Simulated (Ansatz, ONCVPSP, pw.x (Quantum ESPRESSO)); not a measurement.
What a changed setting does to a pw.x run (fcc C)

Potential: optimised norm-conserving Vanderbilt (ONCV), ONCVPSP 4.0.1.1 (patched build), PBEsol; core [He], reference 2s2 2p2; waves: 2s: rc 1.30 bohr, ncon 3, nbas 8, qcut 6.5 1/bohr, 2 projectors, debl 2.2 Ha; 2p: rc 2.78 bohr, ncon 3, nbas 8, qcut 5.5 1/bohr, 2 projectors, debl 3.9 Ha; d scattering state at 0.08 Ha: rc 2.14 bohr, ncon 5, nbas 8, qcut 5.3 1/bohr, 2 projectors, debl 0.3 Ha; local part: polynomial inside 1.22 bohr (lpopt 1, dvloc0 6 Ha); core correction: none.

The reference run (k-mesh 18³, cutoffs 50/200 Ry, Fermi–Dirac 0.01 Ry, mixing_beta 0.4, conv_thr 1e-9, no spin) gives -3.69 GPa at 7.154 Å³/atom, where all-electron LAPW gives -3.62 GPa. This run, with its own iteration cap, changes ecutrho/ecutwfc to 1, a wrong or extreme entry chosen on purpose.

```
&control
  calculation='scf', prefix='x', pseudo_dir='./', outdir='./tmp', tstress=.true., disk_io='none'
/
&system
  ibrav=0, nat=1, ntyp=1, ecutwfc=50, ecutrho=50, nbnd=9,
  occupations='smearing', smearing='fd', degauss=0.01
/
&electrons
  conv_thr=1e-09, mixing_beta=0.4, electron_maxstep=70
/
ATOMIC_SPECIES
C 1.0 C.UPF
CELL_PARAMETERS angstrom
  0.00000000 1.52934798 1.52934798
  1.52934798 0.00000000 1.52934798
  1.52934798 1.52934798 0.00000000
ATOMIC_POSITIONS crystal
C 0.0000 0.0000 0.0000
K_POINTS automatic
18 18 18 0 0 0
```

```bash
pw.x < C.scf.in > C.scf.out
```

How does the run end?

It stops with "set_cutoff: ecutrho <= ecutwfc?!?".

```
Error in routine set_cutoff (1):
     ecutrho <= ecutwfc?!?
```
